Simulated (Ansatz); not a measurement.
```yaml
crystal:
  periodic: [false, false, false]
  atoms:
    - {symbol: Al, position_ang: [-1.701092, -0.078298, -0.000447]}
    - {symbol: N, position_ang: [0.083859, -0.078172, -0.000392]}
    - {symbol: Si, position_ang: [1.688823, 0.071040, 0.000410]}
    - {symbol: H, position_ang: [-2.686618, 1.202790, 0.005992]}
basis:
  gaussian: {orbitals: def2-TZVP}
magnetization: {spin_polarized: true, initial_magnetization: 1}
hamiltonian: {xc: pbe0}
relax: {f_tol: 0.004, max_steps: 80}
```

```sh
$ ansatz run in.yaml --threads 1 --pin off --events-out ev --progress --plain --max-ram 2176MiB
```

Steps of the relaxation (energy above the last step; positions in Å, forces in eV/Å):

```
4
step 1, 93.6 meV
Al   -1.701   -0.078    0.000   -0.061   -0.407   -0.002
N     0.084   -0.078    0.000    1.654    0.594    0.003
Si    1.689    0.071    0.000   -1.881   -0.264   -0.001
H    -2.687    1.203    0.006    0.289    0.077    0.000
```

```
4
step 2, 19.6 meV
Al   -1.729   -0.160   -0.001   -0.012    0.065    0.000
N     0.051   -0.067    0.000    0.857    0.238    0.001
Si    1.630    0.116    0.001   -0.930   -0.175   -0.001
H    -2.566    1.228    0.006    0.085   -0.127   -0.001
```

```
4
step 3, 8.5 meV
Al   -1.729   -0.166   -0.001    0.014    0.049    0.000
N     0.049   -0.057    0.000    0.116    0.102    0.001
Si    1.613    0.116    0.001   -0.142   -0.076    0.000
H    -2.548    1.224    0.006    0.012   -0.075    0.000
```

```
4
step 7, 0.0 meV
Al   -1.705   -0.141   -0.001    0.000    0.000    0.000
N     0.065    0.040    0.000    0.000    0.000    0.000
Si    1.636    0.032    0.000    0.000    0.000    0.000
H    -2.610    1.186    0.006    0.000    0.000    0.000
```

Close pairs at the end: N2–Si3 1.571 Å, Al1–H4 1.606 Å, Al1–N2 1.779 Å.

A stationary point of unrestricted PBE0 after 7 steps, with ⟨S²⟩ = 0.754 against 0.75 for a pure state; no frequencies were run, so it isn't proven a minimum. 38 s on 1 thread of Intel Xeon Platinum 8259CL, shared host.
